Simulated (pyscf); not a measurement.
HO–Ta(F)(F)(F)–F + hydrogen chloride (HCl) → HO–Ta(F)(F)(F)–Cl + hydrogen fluoride (HF) (four-centre exchange; singlet surface; F–Ta, Cl–H broken, Cl–Ta, F–H formed). Single points on ωB97X-D3(BJ)/def2-SVP structures (PySCF, gas phase). Energies in kcal/mol from the separated reactants.

```tsv
level	barrier	reaction energy
ωB97X-D3(BJ)/def2-TZVP	(withheld)	+3.7
r²SCAN/def2-TZVP	0.3	+7.2
B3LYP-D3(BJ)/def2-TZVP	3.4	+6.8
M06-2X/def2-TZVP	(withheld)	(withheld)
ωB97M-D3(BJ)/def2-TZVP	3.6	+7.6
HF/def2-TZVP	15.9	+8.2
```

Task: Complete the blanks.

Result: 
- ωB97X-D3(BJ)/def2-TZVP, barrier: -0.9
- M06-2X/def2-TZVP, barrier: -0.5
- M06-2X/def2-TZVP, reaction energy: +4.8

On the reactant side the descent ends in an adduct with a Cl–Ta contact, 11.3 kcal/mol under the separated species and 10.4 kcal/mol under the saddle at ωB97X-D3(BJ)/def2-TZVP. On the product side the descent ends in an adduct with a F–Ta contact, 10.6 kcal/mol under the separated species and 6.1 kcal/mol under the saddle at ωB97X-D3(BJ)/def2-TZVP. At ωB97X-D3(BJ), M06-2X the saddle lies under the separated reactants, which points to a path from their complex (located at ωB97X-D3(BJ) alone). At ωB97X-D3(BJ), r²SCAN, B3LYP-D3(BJ), M06-2X, ωB97M-D3(BJ) the saddle lies under the separated products, which points to a path from their complex (located at ωB97X-D3(BJ) alone), and parting the products costs more than the saddle. What is counted as formed (Cl–Ta) is already present as a longer contact in the reactant adduct; forming that adduct is a step of its own. What is counted as broken (F–Ta) persists as a longer contact in the product adduct; parting that adduct is a step of its own. This is the saddle that the search found; another between the same sides may lie lower. Elements past Kr carry the def2 core potentials, without spin-orbit coupling.
